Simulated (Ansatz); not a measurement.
bcc Ta, treated with r²SCAN in Ansatz (PAW).

A relaxed, unreconstructed slab of the (111) face has 18 atoms, two equal faces of 18.931 Å² each and an energy of -178990.7283 eV. A bulk cell of 3 atoms with the same orientation and in-plane k mesh has -29832.9565 eV. Energies are extrapolated to zero smearing.

Settings: plane-wave cutoff 500 eV, 18×18×1 k mesh (along the axes of the cell as run), Fermi–Dirac smearing 0.1 eV, scalar-relativistic PAW data made under PBE.

Worked out: γ = (E_slab − N E_bulk per atom)/2A = [-178990.7283 − 18 × (-29832.9565/3)]/(2 × 18.931) = 0.1852 eV/Å². With 16.022 J/m² per eV/Å² this is 2.97 J/m², or 3.51 eV per surface cell and face.

Ansatz is an electronic-structure program.
